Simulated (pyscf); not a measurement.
A first-order saddle from PySCF, ωB97X-D3(BJ)/def2-SVP:

```xyz
17

F     -0.3746    -0.4165     1.9660
Si    -0.5200     0.5437     0.6266
Si    -0.1243    -0.5840    -1.3836
Si    -2.7038     1.3617     0.5985
Si     1.0160     2.3032     0.7895
H      1.3379    -0.8074    -1.6302
H     -0.8682    -1.8653    -1.5162
H     -0.6014     0.3671    -2.4403
H     -2.8368     2.2528    -0.5931
H     -3.6911     0.2486     0.4884
H     -2.9872     2.1513     1.8323
H      1.5295     2.3828     2.1874
H      0.3309     3.5863     0.4460
H      2.1550     2.1077    -0.1543
Si     1.8302    -1.9997     0.8059
H      2.2368    -0.5401     1.0088
H      3.2530    -2.4951     1.0779
```
Charge 0, spin multiplicity 1.

Surface: singlet, charge 0. Lowest wavenumbers (cm⁻¹): 235i, 14, 58, 80, 91.

**Question.** Which two sides does it connect, and which bonds change?

**Answer.** `[F][Si]([SiH3])([SiH3])[SiH3]` + `[SiH2]` [singlet] ⇌ `[F][Si]([SiH3])([SiH3])[SiH2][SiH3]`, an insertion read from left to right: H–Si broken and Si–Si, H–Si formed. At ωB97M-D3(BJ)/def2-TZVP it lies -9.9 kJ/mol from the left side and +223.2 kJ/mol from the right (each side as separated species at their lowest minima found). On the reactant side the descent ends in an adduct with a F–Si contact (not fully relaxed), 57.5 kJ/mol under the separated species and 38.4 kJ/mol under the saddle at ωB97X-D3(BJ)/def2-TZVP. At ωB97M-D3(BJ) the saddle lies under the separated reactants, which points to a path from their complex (located at ωB97X-D3(BJ) alone). At ωB97X-D3(BJ)/def2-TZVP the barrier from the zero used here is -19.1 kJ/mol. This is the saddle that the search found; another between the same sides may lie lower.
